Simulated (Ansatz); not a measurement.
C$_{3}$H$_{3}$FO, one more setting.

```yaml
crystal:
  periodic: [false, false, false]
  atoms:
    - {symbol: C, position_ang: [-0.662175, -0.061706, 0.765433]}
    - {symbol: C, position_ang: [0.237655, 0.445684, -0.465171]}
    - {symbol: C, position_ang: [0.609019, -0.642839, -1.460163]}
    - {symbol: F, position_ang: [1.870228, -1.171875, -1.238848]}
    - {symbol: O, position_ang: [0.646750, 1.499704, -0.768169]}
    - {symbol: H, position_ang: [-0.873014, 0.962021, 1.203666]}
    - {symbol: H, position_ang: [-0.107454, -0.508104, 1.466866]}
    - {symbol: H, position_ang: [-1.494812, -0.631153, 0.364907]}
basis:
  gaussian: {orbitals: aug-pcseg-2}
hamiltonian: {xc: {name: r2SCAN}, dispersion: d3bj, pseudopotentials: {relativity: scalar}}
scf: {lower_state_search: light}
output: {forces: true}
```

```sh
$ ansatz run in.yaml --threads 2 --pin off --events-out ev --progress --plain --max-ram 4352MiB
```

It prints (some lines left out):

```
Warning: the engine holds no damping parameters fitted to this dispersion correction and functional, so the run takes those fitted to r2scan beside the three-body term, which d3bj leaves out (hamiltonian.dispersion, under Limitations)
Functional definition: r2SCAN
1181 factors; their error is unknown
mean field evaluation 1: about -7915.1248 eV, gradient 6.3e1 eV
mean field evaluation 2: about -7870.3352 eV, gradient 1.4e2 eV
mean field evaluation 4: about -7922.9437 eV, gradient 1.2e1 eV
mean field evaluation 8: about -7923.2786 eV, gradient 4.2e-1 eV
mean field evaluation 16: about -7923.2199 eV, gradient 1.2e-3 eV
mean field -7923.21992379 eV, -291.1729616480 hartree, gradient 4.8e-5 eV, S^2 0.000000; 0 other end points of the search recorded, 0 dependent functions left out
reference -7923.21994537 eV, -291.1729624410 hartree; 19, 19 occupied and 280, 280 virtual orbitals, 1181 factors
Total energy: -7923.25474742 eV, -291.1742413928 hartree
Relativity: scalar
Atom 0 at    -0.662175    -0.061706     0.765433 Å, force    -0.822209     5.174721    -3.568489 eV/Å
Atom 1 at     0.237655     0.445684    -0.465171 Å, force    -0.167328    -5.934873     1.550555 eV/Å
Atom 2 at     0.609019    -0.642839    -1.460163 Å, force     1.451167    -0.605863    -0.009568 eV/Å
Atom 3 at     1.870228    -1.171875    -1.238848 Å, force    -2.280587     1.300211     0.094029 eV/Å
Atom 4 at     0.646750     1.499704    -0.768169 Å, force     0.501282     3.488053    -0.455904 eV/Å
Atom 5 at    -0.873014     0.962021     1.203666 Å, force    -0.792825    -1.252375    -0.249798 eV/Å
Atom 6 at    -0.107454    -0.508104     1.466866 Å, force     2.262225    -2.282930     2.305718 eV/Å
Atom 7 at    -1.494812    -0.631153     0.364907 Å, force    -0.151726     0.113057     0.333456 eV/Å
Dipole moment:    -0.246492    -0.179751     0.520219 e Å
```

Run time 7.5 s (2 threads of an AMD EPYC 9B14 on a shared host); peak host memory 0.43 GiB.
